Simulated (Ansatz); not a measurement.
**Lead, fcc under PBE: testing the k-point mesh**

A convergence test of the k-point mesh. The geometry was relaxed under PBE beforehand and stays fixed; 8 values are run, from 2×2×2 to 16×16×16. Wanted are the values from which on the energy stays within 10 and 1 meV/atom, and the pressure within 0.5 GPa, of the last run. Within the series other settings stay, but some runs also write fields, which adds to their time. Spin polarisation is left out.

Computed with Ansatz 0.2.0 (DFT PBE, plane waves with PAW, scalar-relativistic, unless a step says otherwise).

### 1 The structure to begin with

The structure is cubic, space group Fm-3m (No. 225). The conventional cell has a = 5.035 Å, b = 5.035 Å, c = 5.035 Å, α = 90.00°, β = 90.00°, γ = 90.00°. Around Pb (site symmetry m-3m) lie 12 Pb at 3.56 Å.

Structure file:

```cif
data_structure
_symmetry_space_group_name_H-M 'Fm-3m'
_symmetry_Int_Tables_number 225
_cell_length_a 5.0352
_cell_length_b 5.0352
_cell_length_c 5.0352
_cell_angle_alpha 90.000
_cell_angle_beta 90.000
_cell_angle_gamma 90.000
_cell_volume 127.66
loop_
_atom_site_label
_atom_site_type_symbol
_atom_site_symmetry_multiplicity
_atom_site_Wyckoff_symbol
_atom_site_fract_x
_atom_site_fract_y
_atom_site_fract_z
_atom_site_occupancy
Pb1 Pb 4 a 0.00000 0.00000 0.00000 1
```

### 2 k-mesh 2×2×2

The run at 2×2×2.

input.yaml reads:

```yaml
crystal:
  lattice:
    - [0.0, 2.5175937382, 2.5175937382]
    - [2.5175937382, 0.0, 2.5175937382]
    - [2.5175937382, 2.5175937382, 0.0]
  atoms:
    - { symbol: Pb, position: [0.0, 0.0, 0.0] }
hamiltonian:
  xc: pbe
  pseudopotentials:
    kind: paw
    azcp:
      Pb: "pseudopotentials/Pb.paw.azcp"
basis:
  ecutwfc: 420
  fft_grid_basis: typed
kpoints:
  mp_grid: { grid: [2, 2, 2], shift: [0, 0, 0] }
magnetization:
  spin_polarized: false
scf:
  occupations: { method: fermi_dirac, width: 0.1 }
  lower_state_search: "off"
output:
  stress: true
```

Started as:

```console
$ ansatz run input.yaml --threads 1 --pin off --max-ram 3584MiB --backend cpu --events-out ev --progress --plain --runs-dir out
```

### 3 k-mesh 3×3×3

The run at 3×3×3.

input.yaml: that of step 2 with these lines changed.

```diff
@@ -17,3 +17,3 @@
 kpoints:
-  mp_grid: { grid: [2, 2, 2], shift: [0, 0, 0] }
+  mp_grid: { grid: [3, 3, 3], shift: [0, 0, 0] }
 magnetization:
```

### 4 k-mesh 4×4×4

The run at 4×4×4.

input.yaml: that of step 3 with these lines changed.

```diff
@@ -17,3 +17,3 @@
 kpoints:
-  mp_grid: { grid: [3, 3, 3], shift: [0, 0, 0] }
+  mp_grid: { grid: [4, 4, 4], shift: [0, 0, 0] }
 magnetization:
```

### 5 k-mesh 5×5×5

The run at 5×5×5.

input.yaml: that of step 4 with these lines changed.

```diff
@@ -17,3 +17,3 @@
 kpoints:
-  mp_grid: { grid: [4, 4, 4], shift: [0, 0, 0] }
+  mp_grid: { grid: [5, 5, 5], shift: [0, 0, 0] }
 magnetization:
```

### 6 k-mesh 7×7×7

The run at 7×7×7.

input.yaml: that of step 5 with these lines changed.

```diff
@@ -17,3 +17,3 @@
 kpoints:
-  mp_grid: { grid: [5, 5, 5], shift: [0, 0, 0] }
+  mp_grid: { grid: [7, 7, 7], shift: [0, 0, 0] }
 magnetization:
```

### 7 k-mesh 9×9×9

The run at 9×9×9.

input.yaml: that of step 6 with these lines changed.

```diff
@@ -17,3 +17,3 @@
 kpoints:
-  mp_grid: { grid: [7, 7, 7], shift: [0, 0, 0] }
+  mp_grid: { grid: [9, 9, 9], shift: [0, 0, 0] }
 magnetization:
```

### 8 k-mesh 12×12×12

The run at 12×12×12.

input.yaml: that of step 7 with these lines changed.

```diff
@@ -17,3 +17,3 @@
 kpoints:
-  mp_grid: { grid: [9, 9, 9], shift: [0, 0, 0] }
+  mp_grid: { grid: [12, 12, 12], shift: [0, 0, 0] }
 magnetization:
```

### 9 k-mesh 16×16×16

The run at 16×16×16.

input.yaml: that of step 8 with these lines changed.

```diff
@@ -17,3 +17,3 @@
 kpoints:
-  mp_grid: { grid: [12, 12, 12], shift: [0, 0, 0] }
+  mp_grid: { grid: [16, 16, 16], shift: [0, 0, 0] }
 magnetization:
@@ -25 +25,5 @@
   stress: true
+  write_density: true
+  write_potential: true
+  elf: true
+  volumetric_format: npy
```

(Steps that only read results are left out.)

Q: Predict the outcome of this session. Wanted: pressure at 16×16×16.

The runs gave:

| quantity | value |
| --- | --- |
| E(σ → 0) stays within 10 meV/atom of 16×16×16 | not reached before 16×16×16 |
| E(σ → 0) stays within 1 meV/atom | not reached before 16×16×16 |
| pressure stays within 0.5 GPa | from 4×4×4 on |
| pressure at 16×16×16 | 0.06 GPa |
| CPU time, dearest over cheapest | 9.8 |
| energy of a separate run on a finer mesh (18×18×18) | +3.0 meV/atom from 16×16×16 |

In words: At 2×2×2 the energy differs by -1619 meV/atom and the pressure by -8.3 GPa. The error changes sign along the series: k-point sums are not variational. The energy has not settled to 1 meV/atom before the last mesh. A Fermi surface needs many points. The yardstick itself is unsettled by 3.0 meV/atom against the finer mesh, so the thresholds above hold only within this series. The cell taken over is 5 % larger than the measured one (30.33 Å³/atom, COD).
